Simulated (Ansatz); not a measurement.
## C₂H₃Cl, SMILES C=CCl: an active-space calculation

Run with Ansatz's Python interface.

`cas_c2h3cl.py`:
```python
'''Static correlation in C2H3Cl: natural occupations of an active space.'''

import ansatz as az

GEOMETRY = '''
C    -0.43190    0.15750   -0.52310
C     0.38290   -0.01850    0.45270
Cl    0.86080   -1.58340    0.89790
H    -0.83730   -0.60470   -1.10700
H    -0.77600    1.20480   -0.81430
H     0.84340    0.78030    1.04760
'''

system = az.Crystal.molecule()
for line in GEOMETRY.strip().splitlines():
    symbol, *xyz = line.split()
    system = system.atom(symbol, [float(v) for v in xyz])

calculation = (
    system.calculation()
    .basis(gaussian='cc-pVDZ')
    .correlation(active_electrons=2, active_orbitals=3)
)
for method in [None, 'sc_nevpt2']:
    data = (calculation if method is None else calculation.correlation(method)).run(threads=1, pin='off').report
    space = data['configurations']
    state = space['states'][0]
    print(method or 'casscf', f'total {data["free_energy_ev"] / 27.211386246:.6f} Ha, active-space state {state["energy"]["hartree"]:.6f} Ha, mean field {data["reference_energy_ev"] / 27.211386246:.6f} Ha')
    print('  determinants', state['n_determinants'], ' natural occupations', [round(n, 3) for n in space['natural_occupations']])
print('effectively unpaired electrons, sum of min(n, 2 - n):', round(sum(min(n, 2 - n) for n in space['natural_occupations']), 3))
```

Output of `python cas_c2h3cl.py`:
```text
casscf total -536.983688 Ha, active-space state -536.983688 Ha, mean field -536.955402 Ha
  determinants 9  natural occupations [1.926, 0.072, 0.003]
sc_nevpt2 total -537.358687 Ha, active-space state -536.983688 Ha, mean field -536.955402 Ha
  determinants 9  natural occupations [1.926, 0.072, 0.003]
effectively unpaired electrons, sum of min(n, 2 - n): 0.148
```

The settings weren't tested for convergence. The geometry is a force-field or estimated start, not a minimum of this method, and the basis set is short of its limit. The active space starts as a window about the frontier orbitals and is then optimised, not chosen by chemistry. Run time: 5.2 s on 1 thread of Arm Neoverse V1 (shared host), peak memory 0.17 GiB.
